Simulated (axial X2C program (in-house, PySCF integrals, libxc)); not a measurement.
# Spectroscopic constants of NO⁺

Computed with an in-house relativistic program for diatomic molecules. Spin-free means the one-electron spin-free X2C Hamiltonian; two-component (2c) means X2C with spin–orbit coupling and atomic mean-field two-electron Coulomb and Gaunt terms, so the difference of the two also holds small scalar two-electron terms. Basis: O dyall-av3z [7s6p3d2f], N dyall-av3z [7s7p3d2f] (cores contracted in-house); Gaussian nuclei, density fitting, unrestricted open shells. Masses: O 15.995 u, N 14.003 u.

State, spin-free: M_S = 0, Λ = 0 (closed shell); electrons by block: σα: 5, σβ: 5, π+α: 1, π+β: 1, π-α: 1, π-β: 1. Fragments: O+ + N.

State, 2c: Ω = 0 (closed shell); electrons by block: 1/2: 6, -1/2: 6, 3/2: 1, -3/2: 1. Fragments: O+ + N.

| Hamiltonian | level | Re (Å) | ωe (cm⁻¹) | ωexe (cm⁻¹) | Be (cm⁻¹) | De (eV) | D0 (eV) | μ (D) |
| --- | --- | --- | --- | --- | --- | --- | --- | --- |
| spin-free | MP2 | 1.082 | 2158.4 | 22 | 1.93 | 11.14 | 11.01 | n/a |
| 2c | PBE0 | 1.054 | 2524.1 | 13.6 | 2.033 | 10.93 | 10.77 | 0.37 |
| 2c | HF | 1.026 | 2839.9 | 12.1 | 2.145 | 5.42 | 5.24 | 0.53 |
| 2c | CCSD | 1.060 | 2466.5 | 14.2 | 2.01 | 10.10 | 9.95 | n/a |
| 2c | CCSD(T) | 1.068 | 2357.6 | 16 | 1.978 | 10.54 | 10.40 | n/a |
| 2c | r2SCAN | 1.059 | 2449.5 | 14.3 | 2.012 | 10.73 | 10.58 | 0.35 |
| 2c | PBE50 | 1.040 | 2668.8 | 12.9 | 2.086 | 9.92 | 9.76 | 0.41 |
| 2c | B97-3 | 1.054 | 2522.0 | 13.7 | 2.033 | 11.09 | 10.94 | 0.38 |

Spin-free values that have a 2c row agree with it to the digits that matter (0.001 Å, 0.01 eV) and are not repeated.

Correlated methods: 10 electrons correlated (number of frozen shells: O 1 s; N 1 s), 198 virtual spin orbitals or spinors in MP2, 104 natural virtuals in coupled cluster.

Dipoles are positive if N is the positive end and refer to the centre of mass.

Occupations by symmetry block were frozen at the best pattern of an incomplete PBE0 search. Closed shells are restricted here (equal orbitals for both partners); the stretched side of such a curve lies too high. Dissociation energies refer to the lowest single-determinant-based atoms at the same level and basis. Coupled cluster ran in a truncated set of natural virtual spinors; the MP2 energy of the rest was added. (T) has no such correction and the atoms are truncated less, which lowers De at CCSD(T) by a hundredth of an eV or more.

No reliable constants came from MP2 (2c): no minimum in range, unconverged points, a curve that is not smooth, a change of character along it, or the two Hamiltonians disagreeing along it.

Rough cost a point (2c) on 2 thread(s) of a shared host, integrals apart: PBE0 0.13 s, HF 0.06 s, CCSD(T) 5 s, r2SCAN 0.2 s, PBE50 0.13 s, B97-3 0.13 s.

The whole task took 100 s on 2 threads of Intel(R) Xeon(R) 6975P-C (Granite Rapids), on a shared host.
